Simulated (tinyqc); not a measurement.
Inside a calculation (part 2 of 2). Method: CIS on RHF in the sto-3g basis, frozen core, for H2O, spin multiplicity 1. Computed by tinyqc, a small Python program that keeps every step (integrals from PySCF). Command: `OMP_NUM_THREADS=1 python tinyqc.py 23152 23153 out.jsonl` (the two numbers bound the seeds that draw the settings). One thread of a shared host (Intel(R) Xeon(R) Processor @ 2.60GHz), about 0.07 s of CPU time with the checks.

Geometry (angstrom):

| atom | x | y | z |
|---|---|---|---|
| O | 0.000000 | 0.000000 | 0.000000 |
| H | 0.000000 | 0.905000 | 0.737000 |
| H | 0.000000 | -0.905000 | 0.737000 |

## Integrals over molecular orbitals

coefficients C:
```
              MO1        MO2        MO3        MO4       MO5        MO6        MO7
1O 1s    0.994554  -0.242295   0.000000   0.088678  0.000000  -0.101409   0.000000
1O 2s    0.023249   0.908107   0.000000  -0.450077  0.000000   0.585981   0.000000
1O 2px   0.000000   0.000000   0.000000   0.000000  1.000000   0.000000   0.000000
1O 2py   0.000000   0.000000   0.614509   0.000000  0.000000   0.000000   0.887778
1O 2pz   0.002753   0.070030   0.000000   0.730531  0.000000   0.745750   0.000000
2H 1s   -0.004061   0.134761   0.456012   0.351396  0.000000  -0.676295  -0.698036
3H 1s   -0.004061   0.134761  -0.456012   0.351396  0.000000  -0.676295   0.698036
```

core Hamiltonian H = T + V (hartree):
```
             1O 1s      1O 2s     1O 2px     1O 2py     1O 2pz      2H 1s      3H 1s
1O 1s   -32.522055  -7.565734   0.000000   0.000000  -0.013187  -1.056143  -1.056143
1O 2s    -7.565734  -9.147652   0.000000   0.000000  -0.162857  -2.572305  -2.572305
1O 2px    0.000000   0.000000  -7.302370   0.000000   0.000000   0.000000   0.000000
1O 2py    0.000000   0.000000   0.000000  -7.395366   0.000000  -1.493832   1.493832
1O 2pz   -0.013187  -0.162857   0.000000   0.000000  -7.364044  -1.257844  -1.257844
2H 1s    -1.056143  -2.572305   0.000000  -1.493832  -1.257844  -4.328212  -0.914297
3H 1s    -1.056143  -2.572305   0.000000   1.493832  -1.257844  -0.914297  -4.328212
```

Given earlier and not repeated: Two-electron integrals (ij|kl) in chemists' order.

(pq|rs) = sum C_ip C_jq C_kr C_ls (ij|kl), one index at a time.

one-electron integrals over orbitals h = C^T H C (hartree):
```
            1          2          3          4          5          6          7
1  -32.505816   0.573608   0.000000  -0.197382   0.000000   0.232571   0.000000
2    0.573608  -7.539076   0.000000   0.544757   0.000000  -1.137088   0.000000
3    0.000000   0.000000  -5.886904   0.000000   0.000000   0.000000  -1.789105
4   -0.197382   0.544757   0.000000  -6.420091   0.000000  -1.408201   0.000000
5    0.000000   0.000000   0.000000   0.000000  -7.302370   0.000000   0.000000
6    0.232571  -1.137088   0.000000  -1.408201   0.000000  -5.282328   0.000000
7    0.000000   0.000000  -1.789105   0.000000   0.000000   0.000000  -5.452631
```

Two-electron integrals over orbitals (pq|rs), unique and non-zero (hartree); the lowest 1 orbital is frozen and left out:
```
(22|22) 0.726547    (32|32) 0.125107    (33|22) 0.606030    (33|33) 0.580543
(42|22) -0.032731   (42|33) 0.003005    (42|42) 0.129656    (43|32) 0.028992
(43|43) 0.059408    (44|22) 0.651994    (44|33) 0.554335    (44|42) -0.086727
(44|44) 0.672074    (52|52) 0.152844    (53|53) 0.025791    (54|52) -0.042622
(54|54) 0.045441    (55|22) 0.758592    (55|33) 0.593242    (55|42) -0.082242
(55|44) 0.673970    (55|55) 0.880159    (62|22) 0.125465    (62|33) 0.063228
(62|42) 0.037388    (62|44) 0.053975    (62|55) 0.133123    (62|62) 0.092683
(63|32) -0.034234   (63|43) -0.040583   (63|63) 0.074828    (64|22) 0.140155
(64|33) 0.051333    (64|42) -0.054890   (64|44) 0.132798    (64|55) 0.162054
(64|62) 0.057373    (64|64) 0.109396    (65|52) 0.047833    (65|54) 0.008076
(65|65) 0.033089    (66|22) 0.588281    (66|33) 0.540976    (66|42) 0.042770
(66|44) 0.541767    (66|55) 0.575087    (66|62) 0.089957    (66|64) 0.057585
(66|66) 0.575271    (72|32) 0.058799    (72|43) -0.028873   (72|63) 0.027801
(72|72) 0.070020    (73|22) 0.173369    (73|33) 0.088724    (73|42) -0.077879
(73|44) 0.134335    (73|55) 0.207253    (73|62) 0.064011    (73|64) 0.110158
(73|66) 0.047553    (73|73) 0.163690    (74|32) -0.070223   (74|43) -0.019581
(74|63) 0.057749    (74|72) -0.016796   (74|74) 0.072462    (75|53) 0.023896
(75|75) 0.025026    (76|32) 0.079925    (76|43) 0.066696    (76|63) -0.065533
(76|72) -0.003010   (76|74) -0.061570   (76|76) 0.110357    (77|22) 0.601314
(77|33) 0.571648    (77|42) -0.018360   (77|44) 0.565628    (77|55) 0.600725
(77|62) 0.057428    (77|64) 0.053816    (77|66) 0.542850    (77|73) 0.094515
(77|77) 0.585097
```

## CIS matrix, singlets

orbital energies (hartree): MO1 -20.275846, MO2 -1.192046, MO3 -0.516472, MO4 -0.432065, MO5 -0.389890, MO6 0.430638, MO7 0.521730

A(ia,jb) = (e_a - e_i) d_ij d_ab + 2 (ia|jb) - (ij|ab).

CIS matrix A, singlet (hartree):
```
          2>6        2>7        3>6       3>7       4>6        4>7       5>6       5>7
2>6  1.219770   0.000000   0.000000  0.048098  0.071975   0.000000  0.000000  0.000000
2>7  0.000000   1.252501  -0.024322  0.000000  0.000000  -0.015232  0.000000  0.000000
3>6  0.000000  -0.024322   0.555789  0.000000  0.000000   0.048801  0.000000  0.000000
3>7  0.048098   0.000000   0.000000  0.793934  0.153621   0.000000  0.000000  0.000000
4>6  0.071975   0.000000   0.000000  0.153621  0.539728   0.000000  0.000000  0.000000
4>7  0.000000  -0.015232   0.048801  0.000000  0.000000   0.533092  0.000000  0.000000
5>6  0.000000   0.000000   0.000000  0.000000  0.000000   0.000000  0.311619  0.000000
5>7  0.000000   0.000000   0.000000  0.000000  0.000000   0.000000  0.000000  0.360947
```

## CIS singlet states

dipole integrals <i|r|a> (bohr):
```
            x          y          z
2>6  0.000000   0.000000  -0.019788
2>7  0.000000  -0.042427   0.000000
3>6  0.000000  -0.933161   0.000000
3>7  0.000000   0.000000  -0.750368
4>6  0.000000   0.000000  -0.666485
4>7  0.000000  -0.834198   0.000000
5>6  0.066041   0.000000   0.000000
5>7  0.000000   0.000000   0.000000
```

Diagonalise A (1 hartree = 27.211386 eV); each vector has its largest component positive (the first on a tie). The transition dipole is mu = sqrt2 sum c_ia <i|r|a>.

singlet excitation energies (eV): 8.479582  9.821868  12.646668  13.451227  16.144799  23.170184  33.665566  34.116220

lowest vectors:
```
      state 1   state 2    state 3    state 4   state 5    state 6
2>6  0.000000  0.000000  -0.060116   0.000000  0.000000  -0.194727
2>7  0.000000  0.000000   0.000000  -0.004263  0.043217   0.000000
3>6  0.000000  0.000000   0.000000  -0.622833  0.781505   0.000000
3>7  0.000000  0.000000  -0.414904   0.000000  0.000000   0.896922
4>6  0.000000  0.000000   0.907877   0.000000  0.000000   0.397004
4>7  0.000000  0.000000   0.000000   0.782343  0.622401   0.000000
5>6  1.000000  0.000000   0.000000   0.000000  0.000000   0.000000
5>7  0.000000  1.000000   0.000000   0.000000  0.000000   0.000000
```

oscillator strengths 2/3 w |mu|^2: 0.001812  0.000000  0.053041  0.003346  1.236674  0.989903

## CIS matrix, triplets

A(ia,jb) = (e_a - e_i) d_ij d_ab - (ij|ab).

CIS matrix A, triplet (hartree):
```
           2>6        2>7        3>6        3>7        4>6        4>7       5>6       5>7
2>6   1.034403   0.000000   0.000000  -0.079925  -0.042770   0.000000  0.000000  0.000000
2>7   0.000000   1.112461  -0.079925   0.000000   0.000000   0.018360  0.000000  0.000000
3>6   0.000000  -0.079925   0.406134   0.000000   0.000000  -0.066696  0.000000  0.000000
3>7  -0.079925   0.000000   0.000000   0.466554  -0.066696   0.000000  0.000000  0.000000
4>6  -0.042770   0.000000   0.000000  -0.066696   0.320936   0.000000  0.000000  0.000000
4>7   0.000000   0.018360  -0.066696   0.000000   0.000000   0.388167  0.000000  0.000000
5>6   0.000000   0.000000   0.000000   0.000000   0.000000   0.000000  0.245441  0.000000
5>7   0.000000   0.000000   0.000000   0.000000   0.000000   0.000000  0.000000  0.310895
```

## CIS triplet states

Diagonalise A (1 hartree = 27.211386 eV); each vector has its largest component positive (the first on a tie).

triplet excitation energies (eV): 6.678797  7.850646  8.459880  8.920898  12.425542  13.235827  28.489756  30.539228

lowest vectors:
```
      state 1   state 2   state 3   state 4    state 5    state 6
2>6  0.000000  0.093979  0.000000  0.000000   0.000000   0.102391
2>7  0.000000  0.000000  0.000000  0.051874   0.107528   0.000000
3>6  0.000000  0.000000  0.000000  0.677742   0.726396   0.000000
3>7  0.000000  0.385961  0.000000  0.000000   0.000000   0.913160
4>6  0.000000  0.917716  0.000000  0.000000   0.000000  -0.394530
4>7  0.000000  0.000000  0.000000  0.733468  -0.678812   0.000000
5>6  1.000000  0.000000  0.000000  0.000000   0.000000   0.000000
5>7  0.000000  0.000000  1.000000  0.000000   0.000000   0.000000
```
